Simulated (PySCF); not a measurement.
Molecule: `Oc1ccco1`, C$_{4}$H$_{4}$O$_{2}$.

Molfile (atoms numbered from 1):
```
C4H4O2
     RDKit          3D

 10 10  0  0  0  0  0  0  0  0999 V2000
    1.9442   -0.4429   -0.5084 O   0  0  0  0  0  0  0  0  0  0  0  0
    0.6645   -0.2793   -0.1825 C   0  0  0  0  0  0  0  0  0  0  0  0
   -0.1038    0.8409   -0.0643 C   0  0  0  0  0  0  0  0  0  0  0  0
   -1.4010    0.3598    0.3178 C   0  0  0  0  0  0  0  0  0  0  0  0
   -1.3122   -0.9931    0.3984 C   0  0  0  0  0  0  0  0  0  0  0  0
   -0.0393   -1.3877    0.0889 O   0  0  0  0  0  0  0  0  0  0  0  0
    2.1484   -1.3856   -0.4806 H   0  0  0  0  0  0  0  0  0  0  0  0
    0.2178    1.8649   -0.2285 H   0  0  0  0  0  0  0  0  0  0  0  0
   -2.2899    0.9578    0.5084 H   0  0  0  0  0  0  0  0  0  0  0  0
   -2.0091   -1.7871    0.6474 H   0  0  0  0  0  0  0  0  0  0  0  0
  1  2  1  0
  2  3  2  0
  3  4  1  0
  4  5  2  0
  5  6  1  0
  6  2  1  0
  1  7  1  0
  3  8  1  0
  4  9  1  0
  5 10  1  0
M  END
```

Spin–spin couplings on one PBE0-D3(BJ)/def2-SVP geometry, PySCF 2.14.0 with density-fitted response routines, gas phase, non-relativistic, equivalent pairs averaged (without the spin–dipole term); isotopes 13C, 1H, 17O; functional B3LYP.

**Question.** How do the couplings (Hz) change with the basis set? Times are CPU seconds on shared hosts with different chips, so compare them loosely. Far from the basis limit: 6-31G-J, pcJ-0, 6-31G*, def2-TZVP, cc-pVTZ.

**Answer.** 
```
basis set  functions  1J(C5,H10)  1J(C3,H8)  1J(C4,H9)  1J(C2,C3)  1J(C4,C5)  1J(O1,H7)  1J(C3,C4)  core-s
  6-31G-J         88       227.2      198.0      190.7       97.4       75.8      -72.1       58.7     5.5
    pcJ-0         90       197.7      177.1      169.5       78.2       59.0      -50.9       49.5     5.1
   6-31G*         92       199.9      176.4      169.3      113.0       93.0      -78.8       79.5     4.6
    pcJ-1        202       217.1      188.8      182.8       97.3       76.4      -81.7       59.5      14
def2-TZVP        210       207.0      179.1      173.8       98.2       75.7      -73.2       58.5      20
  cc-pVTZ        236       195.7      169.2      164.5      106.5       85.6      -63.9       57.5      24
```

The Fermi-contact term samples the wavefunction at the nucleus, which is why sets with added tight s functions (names with J) are made for couplings.
